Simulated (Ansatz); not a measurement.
**Relative stability**

Two relaxed structures of CH4NSi (charge +1), singlet (PBE0-D4/def2-TZVP; forces vanish, vibrations not checked).

A:

```xyz
7
angstrom
N 1.5560 -0.3853 -0.7653
C 0.5653 -0.1451 -0.2557
Si -1.1147 0.2623 0.6080
H -1.8897 0.8053 -0.5211
H -1.5135 -1.0695 1.0955
H -0.6809 1.2306 1.6301
H 2.4337 -0.5980 -1.2168
```

B:

| atom | x (Å) | y (Å) | z (Å) |
| --- | --- | --- | --- |
| N1 | -0.7110 | 0.4511 | 0.3291 |
| C2 | 0.3755 | -0.0412 | -0.0569 |
| Si3 | 1.8480 | -0.7087 | -0.5805 |
| H4 | -1.6119 | 0.1481 | -0.0466 |
| H5 | 2.3268 | -1.8823 | 0.1588 |
| H6 | -0.7566 | 1.1831 | 1.0409 |
| H7 | 2.4918 | -0.0447 | -1.7197 |

Computed with Ansatz 0.2.0 (basis: def2-TZVPP); correlated methods freeze the cores. B3LYP uses VWN-RPA correlation.

(1) Which structure is lower at CCSD(T), and by how much? (To be estimated.)

The T1 diagnostic stays at or below 0.020.

Results:

(1) The calculation gives: A, by 28.80 kcal/mol (electronic energy, against the other). By their contacts, A is CH₄NSi ([NH][C][SiH3]), total charge +1 and B is CH₄NSi ([NH2][C][SiH2]), total charge +1.

All methods give the same order:

| method | E(B) − E(A) (kcal/mol) |
| --- | --- |
| PBE-D4 | 20.33 |
| r2SCAN-D4 | 23.11 |
| PBE0-D4 | 22.29 |
| B3LYP-D4 | 24.05 |
| wB97M-V | 25.67 |
| HF | 33.44 |
| MP2 | 32.61 |
| CCSD | 29.46 |
| CCSD(T) | 28.80 |

Labels in which every atom is bracketed show which atoms are joined, not bond orders.

For scale, one of the runs: CCSD(T)/def2-TZVPP, 160 basis functions, launched by `ansatz run in.yaml --threads 2 --pin off --events-out ev --progress --plain --max-ram 4352MiB`. The run took 17 s on 2 CPU threads of an Arm Neoverse V1 (shared host), with 1.1 GiB of host memory at its peak.
